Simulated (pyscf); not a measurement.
PySCF, gas phase, ωB97X-D3(BJ)/def2-SVP geometries. MP2 and CC: frozen core, UHF for open shells. ΔMP2 is the change of the MP2 total energy from the triple- to the quadruple-zeta basis.

Question: How much does it cost (ΔH, 298 K, CCSD(T)/def2-TZVPP + ΔMP2(QZVPP)) to split H₂C=CH–AlH–CH₃ at its Al–C bond into •HC=CH₂ + [H₃C–AlH]•?

Answer: Al–C to •HC=CH₂ + [H₃C–AlH]•: 92.1 kcal/mol. The radicals are drawn with the spin at the cut bond; how far it spreads was not checked. Other isomers of •HC=CH₂, [H₃C–AlH]• were not searched in full and may lie lower. The CCSD(T) − MP2 part came from Ansatz, without density fitting, on the same reference. A UHF reference is spin-contaminated (<S²> up to 0.96), which harms MP2 most.
